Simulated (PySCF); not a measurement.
Work out the structure from these simulated measurements.

Formula: C4H3F2; charge +1.

| Property | Result |
| --- | --- |
| 13C NMR | chemical shifts (computed TMS as zero) by class: 184.9 (1 C), 180.6 (1 C), 162.8 (1 C), 80.3 (1 C) ppm [GIAO PBE0/pcSseg-1] |
| Triplet | lowest triplet excitation (Tamm–Dancoff): 5.65 eV [TDA PBE0/def2-SVPD] |
| NMR, other nuclei | isotropic shieldings of nuclei other than C and H, by class: 227 (1 F), 429 (1 F) ppm [GIAO PBE0/pcSseg-1] |
| UV, first state | lowest singlet excitation: 6.53 eV (190 nm, f = 0.121) [TDDFT PBE0/def2-SVPD] |
| 1H NMR | chemical shifts (computed TMS as zero) by class: 9.45 (1 H), 7.03 (2 H) ppm [GIAO PBE0/pcSseg-1] |
| Rotational structure | rotational constants A, B, C: 12.370, 1.864, 1.637 GHz [GFN2-xTB] |
| Polarisability | 39.9 au [PBE0/def2-SVPD] |

The electronic properties come from PySCF, for the isolated species, density fitting. Levels stand in brackets. Isolated species at its GFN2-xTB geometry (one conformer only). Each NMR value is the plain mean over a class of atoms that symmetry, rotation or inversion makes alike.

Question: Give a SMILES that accounts for the data.

Answer: Numbering: `[F:1][CH2:2][c:3]1[cH:4][c+:5]1[F:6]`. 4 carbons fall into 4 classes; from least to most shielded: unsaturated ring carbon [C3] (184.9 ppm), unsaturated ring carbon [C5] (180.6 ppm), unsaturated ring CH carbon [C4] (162.8 ppm), sp3 C–F carbon [C2] (80.3 ppm). Hydrogen classes from least to most shielded: 1 H on an unsaturated ring CH carbon, C4 (9.45 ppm), 2 H on an sp3 C–F carbon, C2 (7.03 ppm). The other shieldings belong to: 227 ppm, fluorine bonded to C [F6]; 429 ppm, alkyl fluorine [F1]. S1 is mainly HOMO→LUMO (weight 0.98); the largest Löwdin shares of the orbital it empties are 0.51 on the alkyl fluorine, 0.20 on the sp3 C–F carbon and 0.09 on each of 2 atoms of one kind (methylene hydrogen), of the orbital it fills 0.39 on the unsaturated ring CH carbon, 0.37 on an unsaturated ring carbon, 0.07 on the sp3 C–F carbon and 0.07 on an unsaturated ring carbon. The optimised geometry has point group Cs and is an asymmetric top. Structure: `FCC1=C[C+]1F`. The assignments are read from this structure; whether some other isomer fits the data as well wasn't checked.

The values belong to the conformer `[F:1][CH2:2][c:3]1[cH:4][c+:5]1[F:6]`: F1–C2–C3–C4 0°.
